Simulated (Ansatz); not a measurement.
# Barium, bcc: convergence with cold smearing

Computed with Ansatz, PBE, scalar-relativistic PAW, on the relaxed cell (a = 5.025 Å; spin not included). Errors count from a run at 420 eV on a Γ-centred 15×15×15 mesh with Fermi-Dirac smearing of 0.1 eV, extrapolated to zero width. Fixed here: cutoff 420 eV, mesh 9×9×9. The SCF starts from atomic densities corrected by a trained network.

```json
{"width (eV)": "0.01", "E(σ→0) error (meV/atom)": "2.0", "F error (meV/atom)": "1.9", "P (GPa)": "0.00", "SCF iterations": "5"}
{"width (eV)": "0.03", "E(σ→0) error (meV/atom)": "1.7", "F error (meV/atom)": "1.4", "P (GPa)": "0.00", "SCF iterations": "5"}
{"width (eV)": "0.1", "E(σ→0) error (meV/atom)": "-0.4", "F error (meV/atom)": "-0.7", "P (GPa)": "-0.01", "SCF iterations": "5"}
{"width (eV)": "0.2", "E(σ→0) error (meV/atom)": "-1.0", "F error (meV/atom)": "1.6", "P (GPa)": "-0.02", "SCF iterations": "5"}
{"width (eV)": "0.3", "E(σ→0) error (meV/atom)": "2.4", "F error (meV/atom)": "4.9", "P (GPa)": "-0.01", "SCF iterations": "5"}
{"width (eV)": "0.6", "E(σ→0) error (meV/atom)": "15.6", "F error (meV/atom)": "0.4", "P (GPa)": "0.14", "SCF iterations": "5"}
{"width (eV)": "1.0", "E(σ→0) error (meV/atom)": "25.2", "F error (meV/atom)": "-75.0", "P (GPa)": "0.39", "SCF iterations": "5"}
```
